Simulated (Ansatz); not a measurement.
HGaAl, quartet: the ladder up to full CI

Geometry: a point of a stretch scan, not a stationary point.

| atom | x (Å) | y (Å) | z (Å) |
| --- | --- | --- | --- |
| Al | 0.0000 | 0.0000 | 2.1796 |
| Ga | 0.0000 | 0.0000 | -0.3104 |
| H | 0.0000 | 0.0000 | -1.8691 |

Basis cc-pVDZ; Ansatz 0.2.0. Only valence electrons are correlated (noble-gas cores and the filled d shells of p-block atoms frozen), which leaves 7 electrons in 31 orbitals. R marks a restricted (for open shells ROHF) determinant. Active spaces: valence = (7e, 9o) chosen from the atoms' valence shells. No spin–orbit coupling is included, and no scalar relativity.

Full CI is exact within this basis and frozen core; it isn't the basis-set limit.

- UHF ⟨S²⟩: 3.765
- T1 diagnostic (RCCSD): 0.0505
- largest doubles amplitude (RCCSD): 0.093

Task: From what is known of these methods and the diagnostics, rank them by the size of their error in total energy against full CI in cc-pVDZ, smallest first (an estimate: the text doesn't fix the numbers).
A. NEVPT2 (valence space)
B. RMP2
C. RCCSD
D. RCCSDTQ
E. RHF

Result: D (1 meV), C (214 meV), A (497 meV), B (917 meV), E (3294 meV).

All errors are against full CI in cc-pVDZ. T1 is large (0.051) while the doubles stay small, which points to orbital relaxation. Within each family the higher level lies nearer, as is usual though not guaranteed.

The full-CI state has the irrep A2 of C2v, in the program's axes (one component, if the state is degenerate).

Natural occupations of full CI about the gap: 1.947 1.899 0.998 0.959 0.959 0.048 0.048 0.045 0.016 0.010; effectively unpaired electrons, Σ n²(2−n)², 3.07.
